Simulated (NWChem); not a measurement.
Species: SiO cation, doublet; SMILES of the neutral closed-shell parent O=[Si]

```xyz
2

Si     0.0000     0.0000     0.5666
O      0.0000     0.0000    -0.9718
```
Atoms are numbered in this order, from 1.

Level: B3LYP/6-31G* (spherical d), spin-unrestricted (NWChem), optimised geometry, unscaled harmonic frequencies. This spin state was assumed; another may lie lower.

### Question
List the harmonic frequencies with IR intensities, and the thermochemistry.

### Answer
```json
[
 {"frequency (cm⁻¹)": "1128", "IR intensity (km/mol)": "1.6"}
]
```

The zero-point energy comes out as 1.6 kcal/mol and the thermal correction to the enthalpy at 298.15 K (with zero-point energy) is 3.7 kcal/mol. The heat capacity Cv is 5.2 cal/(mol K).

Rigid rotor and harmonic oscillator.
